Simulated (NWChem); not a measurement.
hydrogen chloride (HCl); SMILES Cl

Computed with NWChem. Structure relaxed at the PBE0/def2-SVP level. Level: PBE0/def2-SVP with SMD (1 M gas to 1 M solution), gas-phase geometry.

Question: What does the run give for solvent n-hexane? Quantities: solvation free energy (kcal/mol); cavity-dispersion-structure term (kcal/mol); dipole in solution (D).

Answer: 
```yaml
solvation free energy (kcal/mol): -2.3
cavity-dispersion-structure term (kcal/mol): -1.1
dipole in solution (D): 1.51
```
